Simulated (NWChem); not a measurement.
System: H anion

The following NWChem deck was run.

```
start job
memory heap 200 mb stack 700 mb global 900 mb
charge -1
geometry units angstroms noautoz
  H      0.000000     0.000000     0.000000
end
basis spherical
  * library cc-pvdz
end
dft
  xc xpbe96 cpbe96
  iterations 150
  mulliken
end
task dft energy
```

Excerpt of the output:

```
             Northwest Computational Chemistry Package (NWChem) 7.3.0
             --------------------------------------------------------

                             Geometry "geometry" -> ""
                             -------------------------

 Output coordinates in angstroms (scale by  1.889725989 to convert to a.u.)

  No.       Tag          Charge          X              Y              Z
 ---- ---------------- ---------- -------------- -------------- --------------
    1 H                    1.0000     0.00000000     0.00000000     0.00000000

 Effective nuclear repulsion energy (a.u.)       0.0000000000

  pbe96 is a nonlocal functional; adding pw91lda local functional.

                                 NWChem DFT Module
                                 -----------------

 Summary of "ao basis" -> "ao basis" (spherical)
 ------------------------------------------------------------------------------
       Tag                 Description            Shells   Functions and Types
 ---------------- ------------------------------  ------  ---------------------
 H                          cc-pvdz                  3        5   2s1p

            General Information
            -------------------
          SCF calculation type: DFT
          Wavefunction type:  closed shell.
          No. of atoms     :     1
          No. of electrons :     2
           Alpha electrons :     1
            Beta electrons :     1
          Charge           :    -1
          Spin multiplicity:     1
          Use of symmetry is: off; symmetry adaption is: off
          Maximum number of iterations: 150
          AO basis - number of functions:     5
                     number of shells:     3
          Convergence on energy requested:  1.00D-06
          Convergence on density requested:  1.00D-05
          Convergence on gradient requested:  5.00D-04

              XC Information
              --------------
          PerdewBurkeErnzerhof Exchange Functional  1.000
            Perdew 1991 LDA Correlation Functional  1.000 local
           PerdewBurkeErnz. Correlation Functional  1.000 non-local

             Grid Information
             ----------------
          Grid used for XC integration:  medium
          Radial quadrature: Mura-Knowles
          Angular quadrature: Lebedev.
          Tag              B.-S. Rad. Rad. Pts. Rad. Cut. Ang. Pts.
          ---              ---------- --------- --------- ---------
          H                   0.35       45           5.0       434
          Grid pruning is: on
          Number of quadrature shells:    45
          Spatial weights used:  Erf1

      Superposition of Atomic Density Guess
      -------------------------------------

 Sum of atomic energies:          -0.49927900

 Renormalizing density from       1.00 to      2

      Non-variational initial energy
      ------------------------------

 Total energy =      -0.373294
 1-e energy   =      -0.998557
 2-e energy   =       0.625262
 HOMO         =       0.092907
 LUMO         =       1.124244

     ---------------------------------------------
      Total Density - Mulliken Population Analysis
     ---------------------------------------------

    Atom       Charge   Shell Charges
 -----------   ------   -------------------------------------------------------
    1 H    1     2.00   0.61  1.39  0.00

   convergence    iter        energy       DeltaE   RMS-Dens  Diis-err
 ---------------- ----- ----------------- --------- --------- ---------
 d= 0,ls=0.0,diis     1     -0.4753500613 -4.75D-01  2.73D-02  3.41D-03
 d= 0,ls=0.0,diis     2     -0.4761515817 -8.02D-04  7.86D-03  5.35D-04
  Singularity in Pulay matrix. Error and Fock matrices removed.
 d= 0,ls=0.0,diis     3     -0.4763035289 -1.52D-04  4.62D-05  1.84D-08
  Singularity in Pulay matrix. Error and Fock matrices removed.
 d= 0,ls=0.0,diis     4     -0.4763035341 -5.21D-09  1.10D-07  1.05D-13

         Total DFT energy =       -0.476303534093
      One electron energy =       -0.943063196327
           Coulomb energy =        0.988496603537
    Exchange-Corr. energy =       -0.521736941303
 Nuclear repulsion energy =        0.000000000000

 Numeric. integr. density =        1.999999694301

                       DFT Final Molecular Orbital Analysis
                       ------------------------------------

 Vector    1  Occ=2.000000D+00  E= 1.810643D-01
              MO Center= -2.3D-15, -2.3D-15, -2.3D-15, r^2= 1.2D+00
   Bfn.  Coefficient  Atom+Function         Bfn.  Coefficient  Atom+Function
  ----- ------------  ---------------      ----- ------------  ---------------
     2      0.748760  1 H  s                  1      0.325248  1 H  s

 Vector    2  Occ=0.000000D+00  E= 8.158088D-01
              MO Center= -7.5D-16, -7.6D-16, -7.6D-16, r^2= 1.5D+00
   Bfn.  Coefficient  Atom+Function         Bfn.  Coefficient  Atom+Function
  ----- ------------  ---------------      ----- ------------  ---------------
     1      1.333256  1 H  s                  2     -1.150094  1 H  s

 Vector    3  Occ=0.000000D+00  E= 1.657891D+00
              MO Center=  3.0D-15,  3.0D-15,  3.0D-15, r^2= 4.8D-01
   Bfn.  Coefficient  Atom+Function         Bfn.  Coefficient  Atom+Function
  ----- ------------  ---------------      ----- ------------  ---------------
     3      0.577239  1 H  px                 4      0.577462  1 H  py
     5      0.577350  1 H  pz

 Vector    4  Occ=0.000000D+00  E= 1.657891D+00
              MO Center= -9.9D-17,  1.1D-16, -1.2D-17, r^2= 4.8D-01
   Bfn.  Coefficient  Atom+Function         Bfn.  Coefficient  Atom+Function
  ----- ------------  ---------------      ----- ------------  ---------------
     4      0.742658  1 H  py                 3     -0.665137  1 H  px
     5     -0.077792  1 H  pz

     ---------------------------------------------
      Total Density - Mulliken Population Analysis
     ---------------------------------------------

[...]
```

Level: PBE/cc-pVDZ. Sets without diffuse functions describe the anion's extra electron poorly. The highest occupied level is positive, so the extra electron may be held by the finite basis.
